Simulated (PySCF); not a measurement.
From one molecule to another.

First species: streptocyanine-1, CH5N2 (charge +1).
Numbering: `[NH2:1][CH:2]=[NH2+:3]` (hydrogens: H4, H5 on N1; H6 on C2; H7, H8 on N3)

Second species: CH6ClFSi2.
SMILES with atom numbers: `[F:1][Si@@H:2]([SiH3:3])[CH2:4][Cl:5]` (hydrogens: H6 on Si2; H7, H8, H9 on Si3; H10, H11 on C4)

Geometry (GFN2-xTB, Å), atoms numbered from 1 in this order:
```
atom  x, y, z in Å
F1     0.405   -1.867    1.128
Si2    0.159   -0.856   -0.120
Si3   -1.802    0.325    0.174
C4     1.701    0.277   -0.045
Cl5    1.546    1.566   -1.276
H6     0.333   -1.754   -1.259
H7    -2.870   -0.542    0.682
H8    -2.260    0.893   -1.095
H9    -1.647    1.429    1.128
H10    2.631   -0.246   -0.259
H11    1.809    0.779    0.915
```

Levels: B3LYP/def2-SVPD for HOMO energy, LUMO energy, HOMO–LUMO gap, static isotropic polarisability and electronic spatial extent ⟨r²⟩ about the centre of nuclear charge; TDDFT B3LYP/def2-SVPD for lowest singlet excitation; TDA B3LYP/def2-SVPD for lowest triplet excitation (Tamm–Dancoff); GFN2-xTB for rotational constant A and rotational constant C. Geometries: GFN2-xTB. Each structure is a single optimised conformer of the isolated species, non-relativistic unless stated; the electronic structure was computed with PySCF and density fitting.

The conformers computed, where there is a choice (atom-mapped SMILES and torsion angles):
- `[NH2:1][CH:2]=[NH2+:3]`: H–N1–C2–N3 0°, H–N1–C2–N3 180°
- `[F:1][Si@@H:2]([SiH3:3])[CH2:4][Cl:5]`: F1–Si2–C4–Cl5 -175°

```csv
property,column X,column Y
HOMO energy,-14.19 eV,-8.06 eV
LUMO energy,-6.56 eV,-1.01 eV
HOMO–LUMO gap,7.63 eV,7.05 eV
lowest singlet excitation,7.58 eV,6.04 eV
lowest triplet excitation (Tamm–Dancoff),5.16 eV,5.61 eV
static isotropic polarisability,26.2 au,81.6 au
electronic spatial extent ⟨r²⟩ about the centre of nuclear charge,157 bohr²,1063 bohr²
rotational constant A,59.566 GHz,2.812 GHz
rotational constant C,8.872 GHz,1.052 GHz
```

Problem. Which column belongs to which species?

Solution. Column X is the first species and column Y the second. The first has 8 atoms and 24 electrons, the second 11 and 66; their charges are +1 and 0, their HOMO energies -14.19 eV and -8.06 eV.

Problem. How does each property change from the first species to the second?

Solution. HOMO energy +6.13 eV; LUMO energy +5.55 eV; HOMO–LUMO gap -0.58 eV; lowest singlet excitation -1.54 eV; lowest triplet excitation (Tamm–Dancoff) +0.45 eV; static isotropic polarisability +55.4 au; electronic spatial extent ⟨r²⟩ about the centre of nuclear charge +906 bohr²; rotational constant A -56.754 GHz; rotational constant C -7.820 GHz.

On the first: S1 lies 0.05 eV below the HOMO–LUMO gap; its leading configuration is HOMO→LUMO, weight 0.97. The 8 singlets span 7.58 to 10.91 eV, and their oscillator strengths add up to 0.46.

On the second: The vertical singlet–triplet gap S1 − T1 is 0.43 eV (TDDFT singlet less Tamm–Dancoff triplet; S1: HOMO→LUMO, weight 0.98; T1: HOMO→LUMO, weight 0.87). S1 lies 1.01 eV below the HOMO–LUMO gap; its leading configuration is HOMO→LUMO, weight 0.98.
